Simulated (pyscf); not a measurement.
**Hydrogen abstraction: F–GeH₃ (SMILES [F][GeH3]) + H• (SMILES [H]) → F–GeH₂• (SMILES [F][GeH2]) + H₂ (SMILES [H][H])**

Gas phase, doublet surface, charge 0. Bonds broken: Ge1–H3. Bonds formed: H3–H6. Structures and frequencies: ωB97X-D3(BJ)/def2-SVP in PySCF.

Transition state (Å):

```xyz
6

Ge     0.1809    -0.5928     0.0477
F      0.1893     0.6176    -1.2094
H      0.8723     0.0714     1.3197
H     -1.2894    -0.9433     0.3131
H      0.9878    -1.7857    -0.4828
H      1.4586     0.6664     2.3577
```

One imaginary mode, 812i cm⁻¹; descent along it reached the two sides named.

| bond | change | reactant side (Å) | saddle | product side |
|---|---|---|---|---|
| Ge1–H3 | breaks | 1.533 | 1.593 | 3.5 |
| H3–H6 | forms | 4.0 | 1.332 | 0.760 |

Electronic energies relative to the separated reactants (kcal/mol):

```json
[
 {"level": "ωB97X-D3(BJ)/def2-TZVP", "barrier": "3.5", "reaction energy": "-16.9", "reverse barrier": "20.4"},
 {"level": "PBE/def2-TZVP", "barrier": "-0.6", "reaction energy": "-20.0", "reverse barrier": "19.4"},
 {"level": "r²SCAN/def2-TZVP", "barrier": "-1.8", "reaction energy": "-20.7", "reverse barrier": "18.8"},
 {"level": "B3LYP-D3(BJ)/def2-TZVP", "barrier": "-0.8", "reaction energy": "-21.7", "reverse barrier": "20.8"},
 {"level": "PBE0-D3(BJ)/def2-TZVP", "barrier": "1.0", "reaction energy": "-17.8", "reverse barrier": "18.8"},
 {"level": "M06-2X/def2-TZVP", "barrier": "4.1", "reaction energy": "-21.5", "reverse barrier": "25.6"},
 {"level": "ωB97M-D3(BJ)/def2-TZVP", "barrier": "3.5", "reaction energy": "-19.5", "reverse barrier": "23.0"},
 {"level": "HF/def2-TZVP", "barrier": "9.9", "reaction energy": "-12.4", "reverse barrier": "22.3"}
]
```

With ωB97M-D3(BJ)/def2-TZVP energies and thermal terms (ideal gas, 1 atm, RRHO with modes under 100 cm⁻¹ raised to 100, one conformer, R ln 2 for chiral ones without a mode under 150 cm⁻¹), in kcal/mol:

| T (K) | ΔH‡ | ΔG‡ | ΔH | ΔG |
|---|---|---|---|---|
| 298 | 2.3 | 7.8 | -18.7 | -20.6 |
| 600 | 2.0 | 13.5 | -18.7 | -22.7 |
| 900 | 1.8 | 19.2 | -19.2 | -24.6 |
| 1200 | 1.6 | 25.1 | -19.8 | -26.3 |

At PBE, r²SCAN, B3LYP-D3(BJ) this geometry lies under the reactants; that is no barrier but a single point on another level's saddle; such a level's own saddle, if it has one, lies nearer that side and is low. One saddle was located; it need not be the lowest between these sides. The angle at the transferred H is 178°. Elements up to Kr have no core potential and no relativistic terms here.
